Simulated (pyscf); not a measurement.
Structures and frequencies: ωB97X-D3(BJ)/def2-SVP in PySCF. MP2 and CC: frozen core, UHF for open shells. ΔMP2 is the change of the MP2 total energy from the triple- to the quadruple-zeta basis.

Problem. How much does it cost (ΔH, 298 K, CCSD(T)/def2-TZVPP + ΔMP2(QZVPP)) to split H₃Si–GaH–PH₂ (SMILES [SiH3][GaH][PH2]) at its Ga–Si bond into SiH₃• + [H₂P–GaH]•?

Solution. Ga–Si to SiH₃• + [H₂P–GaH]•: 69.3 kcal/mol. The radicals are drawn with the spin at the cut bond; how far it spreads was not checked. Other isomers of [H₂P–GaH]• were not searched in full and may lie lower. The CCSD(T) − MP2 part came from Ansatz, without density fitting, on the same reference. The frozen core leaves the outer d or s,p core shells of the metals and heavy elements correlated in the MP2 and CC values, and def2-TZVPP describes them poorly, which can shift differences by a few kcal/mol. Elements up to Kr have no core potential and no relativistic terms here.
